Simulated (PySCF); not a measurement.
**Computed χzz against gas-phase spectroscopy**

Values to reproduce (atoms as numbered below): 35Cl at Cl4/Cl5: χzz = -74.4 MHz [1].
[1] measured, gas; W. C. Bailey, Calculation of NQCC in Gaseous State Molecules (compilation of microwave values)

Species: sulfuryl chloride, Cl₂O₂S.
Cartesian coordinates in Å at the PBE0-D3(BJ)/def2-SVP level; atoms count from 1:
```xyz
5
Cl2O2S angstrom
O      1.1619   -0.1148   -1.1211
S      0.2848   -0.0812    0.0155
O      0.6710   -0.5201    1.3267
Cl    -0.4551    1.8259    0.1862
Cl    -1.4446   -1.0669   -0.4917
```

Q: How do the computed couplings compare?

A: PySCF, non-relativistic, all at one geometry, with Q(35Cl) = −0.0817 b, means over equivalent atoms:

```csv
level,functions,35Cl Cl4/Cl5 (MHz),computed/reference − 1 (%)
B3LYP/def2-TZVP,173,-81.78,+9.9
B3LYP/aug-cc-pVTZ-J,296,-80.07,+7.6
```

Closest here is B3LYP/aug-cc-pVTZ-J (7.6 % unsigned error), furthest B3LYP/def2-TZVP (9.9 %); one molecule doesn't rank methods. Computed values are for fixed nuclei, while measured ones can include vibrational averaging.
